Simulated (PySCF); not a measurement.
# Four-centre ligand exchange

Start structure (BH$_{5}$S, singlet), relaxed at PBE0-D4/def2-TZVP:

B1  (-0.706, -0.490, 0.043)
H2  (-0.155, -1.370, -0.563)
H3  (-0.944, -0.711, 1.206)
H4  (-1.601, 0.077, -0.535)
H5  (1.086, 1.136, -1.021)
S6  (0.595, 0.987, 0.224)
H7  (1.714, 0.374, 0.653)
(Å)

The step: BH₃ + H₂S → BH₃S ([BH2][SH]) + H₂; bonds formed: H2–H5; dative contacts that become bonds: B1–S6; bonds broken: B1–H2, H5–S6. Computed with PySCF 2.14 with density fitting (its default auxiliary sets; JK sets also for MP2 and CCSD(T)) (basis: def2-TZVPP and def2-QZVPP); correlated methods freeze the cores. Extrapolation: Hartree–Fock as exp(−7.88 √X), correlation as X^−2.97. Energies below are by CCSD(T) at an estimated basis limit (MP2 extrapolated from triple and quadruple zeta, plus CCSD(T) − MP2 in triple zeta).

(1) What are the electronic barrier and the energy of the step, from the start structure to the end structure? (Judge from chemistry; the value comes from the calculation.)

No T1 diagnostic of these runs exceeds 0.015.

## Answers

(1) By the calculation: Barrier 76.6 kJ/mol; step energy -26.0 kJ/mol (downhill); reverse barrier, their difference, 102.6 kJ/mol. Barrier and step energy count from the start structure, the reverse barrier from the end structure.

The saddle point: One imaginary mode of 738i cm⁻¹.
| pair | start (Å) | saddle (Å) | end (Å) |
| --- | --- | --- | --- |
| B1–S6 | 1.98 | 2.05 | 1.77 |
| H2–H5 | 2.83 | 1.17 | 0.75 |
| B1–H2 | 1.20 | 1.27 | 3.20 |
| H5–S6 | 1.35 | 1.57 | 3.77 |

Zero-point energy (harmonic, PBE0-D4): ZPE is 126.5 kJ/mol at the start and 119.5 kJ/mol at the saddle, so the barrier goes from 76.6 to 69.6 kJ/mol.

First-order rate constant out of the start structure at 298 K by transition-state theory, with harmonic vibrational free energies alone and no tunnelling: ΔA‡ = 70.4 kJ/mol, so k = (kB T/h) exp(−ΔA‡/kB T) ≈ 10^0 s⁻¹ (an order of magnitude at best: rotation, the number of equivalent paths and anharmonicity are left out).

Labels in which every atom is bracketed show which atoms are joined, not bond orders.

For scale, one of the runs: CCSD(T)/def2-TZVPP, 143 basis functions, launched by `OMP_NUM_THREADS=4 python run.py`. Hardware: 4 CPU threads of an AMD EPYC 7B13, shared host. Wall time 36 s; peak host memory 0.7 GiB.
